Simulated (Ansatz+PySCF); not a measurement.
Results of a calculation; reference values are marked as such.
This PySCF input gave a total energy of -153.96675 hartree.

```python
from pyscf import gto, scf

mol = gto.M(atom="""
C 0.000000 -0.414560 -0.353550
C 0.000000 -0.434550 1.156690
O 0.000000 0.923190 -0.780920
H -0.889180 -0.961610 -0.730000
H 0.889180 -0.961610 -0.730000
H 0.000000 -1.466780 1.537410
H 0.889620 0.082510 1.546750
H -0.889620 0.082510 1.546750
H 0.000000 0.934100 -1.742380
""", basis='def2-svp', charge=0, spin=0)
mf = scf.UHF(mol)
mf.init_guess = 'huckel'
mf.kernel()
while True:  # follow internal instabilities
    mo, _, stable, _ = mf.stability(return_status=True)
    if stable: break
    mf.kernel(mf.make_rdm1(mo, mf.mo_occ))
print(mf.converged, mf.e_tot, mf.spin_square()[0])
```

Problem. Write an input for Ansatz with the same method and basis set.

Solution.

```yaml
crystal:
  periodic: [false, false, false]
  atoms:
    - { symbol: C, position_ang: [0.0, -0.41456, -0.35355] }
    - { symbol: C, position_ang: [0.0, -0.43455, 1.15669] }
    - { symbol: O, position_ang: [0.0, 0.92319, -0.78092] }
    - { symbol: H, position_ang: [-0.88918, -0.96161, -0.73] }
    - { symbol: H, position_ang: [0.88918, -0.96161, -0.73] }
    - { symbol: H, position_ang: [0.0, -1.46678, 1.53741] }
    - { symbol: H, position_ang: [0.88962, 0.08251, 1.54675] }
    - { symbol: H, position_ang: [-0.88962, 0.08251, 1.54675] }
    - { symbol: H, position_ang: [0.0, 0.9341, -1.74238] }
basis:
  gaussian: { orbitals: def2-SVP }
magnetization:
  spin_polarized: true
hamiltonian:
  xc: hf
```

Ansatz (development build ahead of 0.2.0) gave -153.96675 hartree, 0.08 meV from the first.
